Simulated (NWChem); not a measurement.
# hydrogen peroxide (H2O2); SMILES OO

```xyz
4

O      0.0626    -0.7065    -0.0547
O     -0.0626     0.7065    -0.0547
H     -0.7294    -0.9624     0.4375
H      0.7294     0.9624     0.4375
```
Atoms are numbered in this order, from 1.

Results from NWChem. Structure relaxed at the PBE0/def2-SVP level.

Problem. Estimate the computed values for CAM-B3LYP/def2-TZVPP. Quantities: highest occupied level (eV); orbital gap (eV); dipole (D).

Solution. The highest occupied level (eV) is -9.62. The orbital gap (eV) is 11.31 and the dipole (D) is 1.74.
